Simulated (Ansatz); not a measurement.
# BH3: structure and electronic state

Aim: characterise BH3 as a singlet: its structure, frontier levels and distribution of charge.

Program: Ansatz 0.2.0, Gaussian basis. Level of theory: RKS PBE0-D4/def2-TZVP. These are calculated values, not measurements.

Levels to be run: relaxation at r2SCAN-D4/def2-TZVP; a single point at PBE0-D4/def2-TZVP; harmonic vibrations at r2SCAN-D4/def2-TZVP.

### 1 Starting geometry

4 atoms, charge 0, spin multiplicity 1.

Atoms are counted from 1 here; the program's logs count them from 0.

Bond lengths: B1–H2 1.164 Å, B1–H3 1.165 Å, B1–H4 1.165 Å. Angles: H2–B1–H3 120.0°, H2–B1–H4 120.0°, H3–B1–H4 120.0°.

The start is a GFN2-xTB geometry.

### 2 Optimising with r2SCAN-D4/def2-TZVP

in.yaml reads:

```yaml
crystal:
  periodic: [false, false, false]
  atoms:
    - {symbol: B, position_ang: [0.000060, 0.000030, -0.001400]}
    - {symbol: H, position_ang: [1.163870, -0.030320, 0.015280]}
    - {symbol: H, position_ang: [-0.555340, 1.023410, -0.018650]}
    - {symbol: H, position_ang: [-0.608600, -0.993120, 0.004770]}
basis:
  gaussian: {orbitals: def2-TZVP}
hamiltonian: {xc: r2scan, dispersion: d4}
scf: {omitted_lower_state_checks: [starts]}
output: {orbitals: {seedname: orbitals}}
relax: {f_tol: 0.02, max_steps: 100}
```

Command:

```bash
$ ansatz run in.yaml --threads 2 --pin off --events-out ev --progress --plain --max-ram 4352MiB
```

After this run come: Single point, PBE0-D4/def2-TZVP; Vibrations by finite differences.

Q: Predict the results of all the runs planned. Wanted: point group; commonest bond; HOMO, LUMO at PBE0-D4/def2-TZVP; dipole at r2SCAN-D4/def2-TZVP; lowest, highest wavenumber.

**Answer**, as computed:

```
                       quantity                          value
                    point group                            D3h
                 commonest bond  B–H, 3 of mean length 1.192 Å
HOMO, LUMO at PBE0-D4/def2-TZVP                -9.92, -1.95 eV
  dipole at r2SCAN-D4/def2-TZVP                         0.00 D
     lowest, highest wavenumber                1155, 2695 cm⁻¹
```

What this shows: The molecule keeps its bonding pattern by the stored test; the atoms moved 0.02 Å (rms). All wavenumbers are real: a minimum at this level.
